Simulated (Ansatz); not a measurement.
**2H-SiC: elastic constant C11 by level of theory**

No measured value is used here.

| level (code) | value (GPa) | cell (Å³/atom) |
|---|---|---|
| LDA (Ansatz) | 522 | 10.14 |
| PBE (Ansatz) | ___ | 10.50 |
| PBE-D3(BJ) (Ansatz) | 509 | 10.28 |
| r²SCAN (Ansatz) | 533 | 10.34 |
| B3LYP (VWN-RPA form) (Ansatz) | 524 | 10.47 |

Q: Complete the blanks.

A: 
- PBE (Ansatz, a quantum-chemistry and plane-wave program), value (GPa): 493

PBE-D3(BJ): the dispersion coefficients are held fixed in the derivatives. Each level is taken at its own relaxed cell. Cutoffs and k meshes differ between the levels. Ansatz's density-functional and Hartree–Fock values are scalar-relativistic unless marked +SOC, with PAW data made under PBE.
